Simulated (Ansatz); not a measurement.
One change: `O=CC#CF` becomes `CCC#CF`.

Ansatz, PBE0-D4/def2-TZVP geometries, multiplicity 1. 

```tsv
property	`O=CC#CF`
LUMO energy (PBE0/def2-TZVPP) / eV	-1.95
size of the dipole moment (ωB97M-V/def2-TZVPP) / D	2.61
ideal-gas entropy at 298 K and 1 bar (rigid rotor, harmonic PBE0-D4/def2-TZVP) / J/(mol·K)	298
HOMO–LUMO gap (PBE/def2-TZVPP) / eV	3.45
HOMO energy (ωB97M-V/def2-TZVPP) / eV	-10.66
HOMO–LUMO gap (B3LYP/def2-TZVPP) / eV	5.73
```

**Question.** Give the same properties after the change, and the shifts. (Estimate.)

**Answer.** The calculation gave: 
```tsv
property	`CCC#CF`	shift
LUMO energy (PBE0/def2-TZVPP) / eV	1.08	3.03
size of the dipole moment (ωB97M-V/def2-TZVPP) / D	1.33	-1.28
ideal-gas entropy at 298 K and 1 bar (rigid rotor, harmonic PBE0-D4/def2-TZVP) / J/(mol·K)	312	14
HOMO–LUMO gap (PBE/def2-TZVPP) / eV	6.52	3.07
HOMO energy (ωB97M-V/def2-TZVPP) / eV	-9.85	0.81
HOMO–LUMO gap (B3LYP/def2-TZVPP) / eV	8.08	2.35
```

With PBE0 the HOMO rises by 0.62 eV and the LUMO rises by 3.03 eV, so the gap widens by about 2.41 eV. PBE moves the HOMO by 0.14 eV and ωB97M-V by 0.81 eV. The zero-point energy changes by 124.3 kJ/mol with +12 modes. Dipoles are sizes alone; their direction can turn.

B3LYP here is the variant with VWN-RPA as its local correlation; programs differ in this.
